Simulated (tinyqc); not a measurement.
Stretching all distances: RHF, UHF, MP2, CISD and CCSD against full CI in the sto-3g basis, for CH3+, spin multiplicity 1. Computed by the program tinyqc with PySCF. 

Geometry (angstrom):

| atom | x | y | z |
|---|---|---|---|
| C | 0.0000 | 0.0000 | 0.0680 |
| H | 1.0140 | 0.0000 | 0.0000 |
| H | -0.5070 | 0.8780 | 0.0000 |
| H | -0.5070 | -0.8780 | 0.0000 |

All coordinates are multiplied by the scale. c0^2 is the weight of the RHF determinant in the lowest singlet FCI state (UHF is spin-contaminated and may lie near states of higher spin) and n(LUMO) the first natural occupation beyond the occupied space.

Full CI energy (hartree) and errors against it (kcal/mol):

| scale | distance 1-2 (angstrom) | E(FCI) | RHF | UHF | MP2 | CISD | CCSD | <S^2> UHF | c0^2 | n(LUMO) |
|---|---|---|---|---|---|---|---|---|---|---|
| 0.9600 | 0.9756 | -38.762762 | 30.2574 | 30.2574 | 8.5698 | 0.6226 | 0.1853 | 0.0000 | 0.9758 | 0.0128 |
| 1.1200 | 1.1382 | -38.840115 | 39.6802 | 39.6802 | 11.9584 | 1.1887 | 0.3123 | 0.0000 | 0.9625 | 0.0211 |
| 1.2700 | 1.2907 | -38.806846 | 51.2323 | 51.2323 | 16.2661 | 2.2174 | 0.5597 | 0.0000 | 0.9426 | 0.0354 |
| 1.4300 | 1.4533 | -38.724290 | 66.8022 | 66.8022 | 22.2667 | 4.2361 | 1.1051 | 0.0000 | 0.9099 | 0.0614 |
| 1.5800 | 1.6057 | -38.634087 | 84.7128 | 84.7128 | 29.3512 | 7.5020 | 2.1313 | 0.0000 | 0.8645 | 0.1019 |
| 1.7400 | 1.7683 | -38.542520 | 107.6135 | 89.5920 | 38.5170 | 13.1552 | 4.2412 | 1.0739 | 0.7959 | 0.1729 |
| 1.8900 | 1.9208 | -38.469969 | 132.7676 | 75.7272 | 48.4211 | 21.1565 | 7.7581 | 1.5598 | 0.7099 | 0.2775 |
| 2.0500 | 2.0834 | -38.411115 | 163.2195 | 58.3441 | 59.6097 | 32.9561 | 13.6687 | 1.7860 | 0.5971 | 0.4332 |

UHF parts from RHF first at scale 1.74 of those listed, where <S^2> leaves zero. The weight c0^2 goes from 0.98 to 0.60 and n(LUMO) from 0.01 to 0.43: static correlation grows as the bonds break into open-shell fragments. The spread of the error along the curve, which distorts its shape, is CCSD 13.5, CISD 32.3, MP2 51.0, UHF 59.3, RHF 133.0 kcal/mol.
